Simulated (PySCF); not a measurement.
CH, SMILES [CH] (connectivity only; charge and spin as stated), charge +1, multiplicity 1. Coordinates come from a B3LYP-D3(BJ)/def2-TZVPD optimisation.

TDDFT-PBE0/def2-TZVPD (PySCF) puts the lowest singlet excitations at 2.76, 2.76, 12.64, 13.44, 13.44, 15.81 eV and the lowest triplet (TDA) at 0.65 eV.

Problem. What are the lowest singlet roots from EOM-CCSD/aug-cc-pVDZ (PySCF)? (An estimate is asked for; the answer gives what the named calculation found.)

Solution. 3.19, 3.19, 7.78, 7.78, 8.94, 13.28 eV; triplets 0.00, 0.00, 1.16 eV. S1 differs by 0.43 eV (second minus first; roots are paired by order, and the bases may differ).
